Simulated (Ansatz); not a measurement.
System: 2H MoS₂. Method: PBE-D4 (plane waves, PAW; Ansatz, a program for electronic structure).

Numerical settings: plane-wave cutoff 520 eV, 12×12×4 k mesh (along the axes of the cell as run), no spin polarisation, scalar-relativistic PAW data made under PBE.

Cell (relaxed at this level):

```cif
data_Mo2S4
_chemical_formula_sum 'Mo2 S4'
_space_group_name_H-M_alt 'P63/mmc'
_space_group_IT_number 194
_space_group_name_Hall '-P 6c 2c'
_cell_length_a 3.15373
_cell_length_b 3.15373
_cell_length_c 12.16435
_cell_angle_alpha 90.000
_cell_angle_beta 90.000
_cell_angle_gamma 120.000
loop_
_atom_site_label
_atom_site_type_symbol
_atom_site_symmetry_multiplicity
_atom_site_Wyckoff_symbol
_atom_site_fract_x
_atom_site_fract_y
_atom_site_fract_z
_atom_site_occupancy
Mo1 Mo 2 c 0.33333 0.66667 0.25000 1
S1 S 4 f 0.66667 0.33333 0.12139 1
```

Question: Give the computed elastic constant C44, elastic constant C12, Young modulus, elastic constant C11, elastic constant C13, elastic constant C33 and elastic constant C66.

Answer: 
- elastic constant C44: 18.8 GPa
- elastic constant C12: 55.8 GPa
- Young modulus: 104 GPa
- elastic constant C11: 229 GPa
- elastic constant C13: 10.4 GPa
- elastic constant C33: 56.7 GPa
- elastic constant C66: 86.7 GPa

Measured, for comparison: elastic constant C44 19 GPa, elastic constant C11 238 GPa, elastic constant C33 52 GPa (temperature not stated, not corrected to a static lattice; as tabulated in Guerrero et al. (2021), arXiv:2010.02198); elastic constant C13 23 GPa (temperature not stated, not corrected to a static lattice; as tabulated in Ulian and Valdrè (2023), doi:10.1107/s1600576723002571). Computed (rounded) less measured: elastic constant C44 -1 %, elastic constant C11 -4 %, elastic constant C13 -55 %, elastic constant C33 +9 %. A static lattice is as a rule a little smaller and stiffer than an uncorrected measurement, which narrows the difference in the elastic constant C33 and would widen misses of the other sign.

Note: the dispersion coefficients are held fixed in the derivatives.

Elastic constants are with the ions relaxed.

Static lattice: no zero-point or thermal effects.

It cost very roughly 30 core-minutes of CPU time.
